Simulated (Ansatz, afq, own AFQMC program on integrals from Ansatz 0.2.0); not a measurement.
AFQMC on a folder of integrals that Ansatz 0.2.0 wrote.

```yaml
crystal:
  periodic: [false, false, false]
  atoms:
    - {symbol: Si, position_ang: [0.000000, 0.000000, -0.019717]}
    - {symbol: N, position_ang: [0.000000, 0.000000, -1.447717]}
    - {symbol: H, position_ang: [0.000000, 0.000000, 1.467435]}
basis:
  gaussian: {orbitals: cc-pVDZ}
magnetization: {spin_polarized: true, initial_magnetization: 0}
correlation: {method: ccsd_t, electrons: outside_noble_gas, hamiltonian_folder: ham}
```

```sh
$ ansatz run in.yaml --threads 1 --pin off --events-out ev --progress --plain --max-ram 1382MiB
```

Options of the walk:

```
--method free --trial cisd --walkers 100 --time-step 0.03 --max-blocks 80 --target-error 0.00038 --factor-cut 1e-05 --seed 9230 --times 0,0.21,0.42,0.81,1.2,1.8,2.4,3 --taylor-order 8
```

Times are imaginary, in 1/Eh. The walk had a cap of 512 s.

afq prints:

```
orbitals 31  electrons 5 5  factors 229 of 363
reference energy -343.78271855 Eh
CCSD correlation -0.28332492 Eh in 12 cycles, weight of the determinant in the CISD state 0.8495
repeat  energy at the last time / Eh  error
    10  -344.084267  0.001908
    20  -344.084615  0.001444
    30  -344.084564  0.001390
    40  -344.085373  0.001225
    50  -344.084917  0.001063
    60  -344.084876  0.000935
    70  -344.085017  0.000859
time / (1/Eh)  energy / Eh  error  mean overlap
  0.00  -344.066174  0.000389  1.1767
  0.21  -344.073995  0.000456  1.1728
  0.42  -344.077453  0.000439  1.1734
  0.81  -344.080762  0.000487  1.1646
  1.20  -344.082661  0.000553  1.1539
  1.80  -344.083001  0.000604  1.1634
  2.40  -344.084337  0.000676  1.1684
  3.00  -344.084933  0.000843  1.1671
energy -344.084933 +/- 0.000843 Eh
```

The run passed its tests (error under three times the target), which doesn't prove that it has relaxed, ending at its cap on processor time.

Against this walk (error 23.0 meV) on the same determinant: CCSD(T) 74.5 meV higher, CCSDT(Q) 6.5 meV lower (within the noise). The error is statistical, and a free projection of finite length keeps a remainder of its start. None of these is a sure reference here. The projection is still falling at its last time (meV from the last point: 113 ± 13 at 0.81, 62 ± 15 at 1.20, 53 ± 16 at 1.80, 16 ± 18 at 2.40, 0 ± 23 at 3.00), so its energy is a cut-off value, and the gaps above aren't errors of the other methods.

Cautions: remainder of the start not in the error; error above the target (23.0 against 10.3 meV); higher spins were not checked; an unrestricted solution with more broken spin lies lower (102 meV, ⟨S²⟩ 0.45), while this determinant keeps restricted orbitals; raised T1 diagnostic (T1 0.032, weight of the determinant 0.85, largest double 0.10).

The walk took 8.6 min on 1 thread of Arm Neoverse N1, on a shared host. The log's last line is the free-projection energy.

CCSDT and higher add their correlation energy to the determinant of the CCSD(T) run, since their own runs factorise the integrals more tightly (a shift of under 2 meV). A walk keeps the symmetry of its determinant, which the program's search chose and which needn't be the lowest solution, so a lower state of the same spin and another symmetry isn't excluded.
